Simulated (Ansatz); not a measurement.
Born–Oppenheimer molecular dynamics of BFH3N (6 atoms, charge 0, multiplicity 1). It goes on from the last frame of an earlier run, with new velocities.

Method: Ansatz 0.2.0, RKS PBE-D4/6-31G*.

| Item | Value |
| --- | --- |
| ensemble | NVE (velocity Verlet) |
| time step | 0.5 fs |
| steps asked | 150 |
| starting velocities drawn for | 100 K |
| seed | 728734 |

First frame:

```xyz
6
Properties=species:S:1:pos:R:3
B 0.037 -0.011 0.039
N 0.026 -0.012 1.478
H -0.867 -0.405 1.833
H 0.622 0.411 2.199
H 1.112 0.124 -0.396
F -1.180 -0.120 -0.593
```

(1) How far do the bonds stretch over the last three quarters of this one trajectory? (Pairs bonded in most of those frames.)

Answers

(1) 
```csv
bond,mean (Å),spread (Å),shortest,longest
B1–N2,1.415,0.018,1.38,1.44
B1–H5,1.214,0.025,1.17,1.25
B1–F6,1.357,0.045,1.29,1.43
N2–H3,1.023,0.015,1.00,1.05
N2–H4,1.019,0.013,1.00,1.04
```

Mean temperature of the second half: 488 K. The conserved energy stayed within 0.15 meV per atom of its start (net change -0.056 meV per atom), so the integration is sound. The system heated up, since it started high on the potential surface and ran downhill. A run of 0.075 ps of so small a system gives no equilibrium averages.

Run time: 2.3 min on 1 thread of Arm Neoverse V1, on a shared host, peak memory 0.091 GiB.
